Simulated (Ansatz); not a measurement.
# SiPN+ (doublet): the correlation ladder, def2-TZVPP

One table from this session's results is given with a row withheld; the runs are named, their logs left out.

Computed with Ansatz 0.2.0, Gaussian basis. Level: def2-TZVPP, core rule «outside noble gas», up to 11 orbitals frozen.

To be run: UHF; ROHF; CCSD(T) on UHF.

2 further runs of the same task are left out: 2 set aside as unsound or not needed.

### What is computed

The geometry is a PBE0/def2-TZVP stationary point (not a proven minimum) of the parent state, kept for this charge and spin.

3 atoms, charge 1, spin multiplicity 2.

Atoms are counted from 1 here; the program's logs count them from 0.

Bond lengths: P1–N2 1.590 Å, N2–Si3 1.609 Å. Angles: P1–N2–Si3 180.0°.

As a file:

```xyz
3

P     0.0000    0.0000   -1.5966
N     0.0000    0.0000   -0.0064
Si    0.0000    0.0000    1.6030
```

The first run:

The input, in.yaml:

```yaml
crystal:
  periodic: [false, false, false]
  atoms:
    - {symbol: P, position_ang: [0.000000, 0.000000, -1.596600]}
    - {symbol: N, position_ang: [0.000000, 0.000000, -0.006400]}
    - {symbol: Si, position_ang: [0.000000, 0.000000, 1.603000]}
basis:
  gaussian: {orbitals: def2-TZVPP}
total_charge: 1
magnetization: {spin_polarized: true, initial_magnetization: 1}
hamiltonian: {xc: hf}
output: {orbitals: {seedname: orbitals}}
```

Launch:

```bash
> ansatz run in.yaml --threads 1 --pin off --events-out ev --progress --plain --max-ram 2560MiB --backend cpu
```

Among the steps run: UHF; ROHF; CCSD(T) on UHF.

One of the session's tables, all rows but one given; the rest of the session is left out.

| method | from UCCSD(T) (kJ/mol) |
| --- | --- |
| ROHF | +1120.5 |
| UHF | +1104.2 |
| UMP2 | ? |
| UCCSD | +60.3 |
| UCCSD(T) | 0 |

Estimate the missing values for UMP2.

The run gave: from UCCSD(T) (kJ/mol): +125.6. In the column «from UCCSD(T) (kJ/mol)» it lies between UCCSD (+60.3) and UHF (+1104.2).
